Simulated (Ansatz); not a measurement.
C3H5N can be A, `CC1=NC1`, or B, `CN1C=C1`.

Calculated with Ansatz (gas phase, PBE0-D4/def2-TZVP geometries, no zero-point term in ΔE). CBS: MP2 limit from def2 TZ/QZ plus the TZ coupled-cluster correction, frozen cores. DFT in def2-TZVPP. B3LYP here is the variant with VWN-RPA as its local correlation; programs differ in this.

Problem. Which isomer does CCSD(T)/CBS put lower? Give the gap. (Best estimate.)

Solution. Computed: A, by 190.7 kJ/mol.

Problem. Give E(B) − E(A) in kJ/mol with B2PLYP, CCSD(T)/def2-SVP, PBE-D4, PBE0-D4, MP2/def2-TZVPP, HF/def2-TZVPP, B3LYP-D4. (An estimate is asked.)

Solution. Ansatz gave: B2PLYP 198.7, CCSD(T)/def2-SVP 207.5, PBE-D4 193.8, PBE0-D4 199.0, MP2/def2-TZVPP 199.8, HF/def2-TZVPP 212.2, B3LYP-D4 196.0. None reverses the order clearly.

Problem. Does the order hold for the free energy at 298.15 K (harmonic terms from PBE0-D4)? (An estimate is asked.)

Solution. The calculation gave: Yes: G(B) − G(A) = +185.2 kJ/mol.

Largest T1 diagnostic: 0.011.

At CCSD(T), def2-SVP lies +16.8 kJ/mol from the extrapolated value and def2-TZVPP +5.5 kJ/mol. In def2-TZVPP, CCSD(T) changes the Hartree–Fock value by −16.0 kJ/mol (the triples alone add −2.4 kJ/mol) and MP2 by −12.4 kJ/mol.
